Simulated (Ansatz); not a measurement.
Volume per atom (Å³/atom) of 20 elemental metals, computed with LDA in Ansatz (plane waves, PAW) and with PBEsol in Ansatz (plane waves, PAW). The set holds measured phases with no doubt noted on the run or the magnetic state but for the caveats below. Solids without a value at one level (not run, failed, or a magnetic order lost), or held back for tests, aren't counted.

All rows, in order of the shift (worked out from unrounded values):

```csv
solid,LDA,PBEsol,shift (%)
hcp Os,13.70,13.89,+1.4
hcp Re,14.33,14.55,+1.5
hcp Tc,13.77,14.00,+1.7
hcp Ru,13.09,13.32,+1.8
white tin (β-Sn),26.17,26.88,+2.7
hcp Zr,21.78,22.46,+3.1
hcp Co,10.01,10.37,+3.6
hcp Hf,20.83,21.61,+3.7
hcp Be,7.55,7.84,+3.8
α-phase Ga,18.36,19.06,+3.8
hcp Ti,16.11,16.73,+3.9
body-centred tetragonal In,24.60,25.55,+3.9
hcp Mg,21.61,22.51,+4.2
hcp Zn,13.62,14.22,+4.4
hcp Y,29.93,31.33,+4.7
hcp Cd,20.06,21.02,+4.8
hcp Tl,27.29,28.61,+4.8
hcp Sc,22.53,23.65,+4.9
double-hcp La,32.21,33.96,+5.4
hcp Lu,25.99,27.48,+5.8
```

The shift from LDA to PBEsol has a median of +3.8 %, and eight in ten lie between +1.7 % and +5.0 %; PBEsol is the larger in 20 of 20.

Ansatz's runs of these crystals have no spin polarisation, but for hcp Co.

Density-functional runs with spin start from parallel moments for hcp Co.

Spin–orbit coupling is left out, also for the solids with elements from indium on (body-centred tetragonal In, hcp Os, white tin (β-Sn), double-hcp La, hcp Tl, hcp Re, hcp Hf, hcp Lu); its size isn't shown.

Ansatz's density-functional and Hartree–Fock values are scalar-relativistic unless marked +SOC, with PAW data made under PBE.

Ansatz is a program for electronic structure.
